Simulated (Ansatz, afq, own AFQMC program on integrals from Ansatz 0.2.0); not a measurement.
H2 + BH$_{2}$, doublet in cc-pVTZ along one coordinate

```xyz
5

H    -2.2119    0.0000    0.0000
H    -1.4669    0.0000    0.0000
B     0.2091    0.0000    0.0000
H     0.7182    0.0000    1.0770
H     0.7182    0.0000   -1.0770
```

A hydrogen atom is moved from one rigid fragment to the other; the H1–H2 distance tells how far. The two fragments are held close together, so this isn't a minimum-energy path and the start is a compressed complex. Energies in eV count from this geometry (0.745 Å) at the same level; the start stands on UHF, each point on the determinant named.

Basis cc-pVTZ. Noble-gas cores (and the filled d shells of Ga–Kr and In–Xe) are frozen. Ansatz 0.2.0 and our own AFQMC program on the same integrals; the CISD trial comes from CCSD amplitudes, and released means the phaseless constraint is let go. Uncertainties: one standard error, sampling alone.

Cautions, each for one point or more: the ph-AFQMC/CISD walk drifts between its halves.

| r(H1–H2) / Å | det. | T1 | weight | ⟨S²⟩ | B3LYP | MP2 | CCSD(T) |
| --- | --- | --- | --- | --- | --- | --- | --- |
| 0.890 | UHF | 0.014 | 0.93 | 0.78 | -0.049 | 0.018 | -0.010 |
| 0.962 | UHF | 0.015 | 0.93 | 0.78 | -0.053 | 0.012 | -0.012 |
| 1.034 | UHF | 0.014 | 0.93 | 0.78 | -0.079 | -0.045 | -0.049 |
| 1.106 | UHF | 0.013 | 0.93 | 0.77 | -0.118 | -0.133 | -0.108 |
| 1.251 | UHF | 0.010 | 0.94 | 0.76 | -0.114 | -0.230 | -0.153 |

(1) Estimate the curve of CCSDT(Q), counted from the same start.

Answers

(1) 
```
r(H1–H2) / Å  det.     T1  weight  ⟨S²⟩  CCSDT(Q)   ph-AFQMC/CISD  released AFQMC
       0.890   UHF  0.014    0.93  0.78    -0.012  -0.016 ± 0.002  -0.010 ± 0.002
       0.962   UHF  0.015    0.93  0.78    -0.014  -0.013 ± 0.002  -0.013 ± 0.003
       1.034   UHF  0.014    0.93  0.78    -0.049  -0.050 ± 0.002  -0.047 ± 0.002
       1.106   UHF  0.013    0.93  0.77    -0.108  -0.112 ± 0.002               –
       1.251   UHF  0.010    0.94  0.76    -0.151  -0.157 ± 0.002  -0.147 ± 0.003
```

Weight is that of the determinant in the CISD state; at the start T1 is 0.012 and the weight 0.93, and ⟨S²⟩ is 0.77. A dash marks a missing value, a released energy that hasn't settled or a functional that sits on another state. Largest departures from CCSDT(Q), at the points where its series has closed: CCSD(T) -0.002 eV at 1.251 (on UHF), ph-AFQMC/CISD -0.006 eV at 1.251 (on UHF), released AFQMC 0.004 eV at 1.251 (on UHF) (within the noise), B3LYP -0.040 eV at 0.962, MP2 -0.078 eV at 1.251 (on UHF). Functionals count only at points shown to share the start's state and spin.

A walk keeps the symmetry of its determinant, which the program's search chose and which needn't be the lowest solution, so a lower state of the same spin and another symmetry isn't excluded. Released energies are given only where the last usable release times agree within the noise; a slower fall can still hide under it.
